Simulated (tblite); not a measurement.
C6H6.
SMILES: `C1=CC(=C)C=C1`

Computed with GFN2-xTB (tblite): harmonic, unscaled wavenumbers at the GFN2-xTB geometry, gas phase. The method is semi-empirical: single wavenumbers can be off by several per cent or more.

Harmonic wavenumbers (cm⁻¹): 178.8, 334.0, 456.9, 599.7, 662.3, 677.3, 778.5, 806.3, 811.4, 866.7, 867.1, 906.4, 924.7, 942.0, 1048.3, 1088.6, 1091.2, 1193.8, 1280.8, 1309.2, 1402.8, 1543.9, 1611.5, 1681.5, 3093.8, 3121.4, 3124.7, 3131.5, 3147.6, 3150.2.

A = 8392, B = 3846, C = 2637 MHz; mass 78.047 u (most abundant isotopes); point group C2v, symmetry number 2.

Task: What is the zero-point energy?

Result: Half the sum of the wavenumbers: 20916 cm⁻¹ = 250.22 kJ/mol.

Task: Give the ideal-gas entropy at 350 K and 1 bar in the rigid-rotor, harmonic-oscillator model (classical rotation).

Result: Translation 166.53, rotation 103.92, vibration 40.46: S = 310.9 J/(mol K).

Task: And Cp and H(350 K) − H(0)?

Result: Cp = 106.72 J/(mol K), of which vibrations give 73.46 (their classical limit is 30 R = 249.4); H(350 K) − H(0) = 21.05 kJ/mol without the zero-point energy, 9.41 from vibrations.

Task: What must be added to the electronic energy to get the Gibbs energy at 350 K and 1 bar?

Result: ZPE + [H(350 K) − H(0)] − T·S = 250.22 + 21.05 − 108.82 = 162.45 kJ/mol.

Task: Which modes carry the vibrational entropy at 350 K?

Result: 178.8 cm⁻¹: 11.06; 334.0 cm⁻¹: 6.30; 456.9 cm⁻¹: 4.20; 599.7 cm⁻¹: 2.64; 662.3 cm⁻¹: 2.16; 677.3 cm⁻¹: 2.05 J/(mol K); the other 24 give 12.05 together.

Hindered rotation and anharmonicity are outside this model.
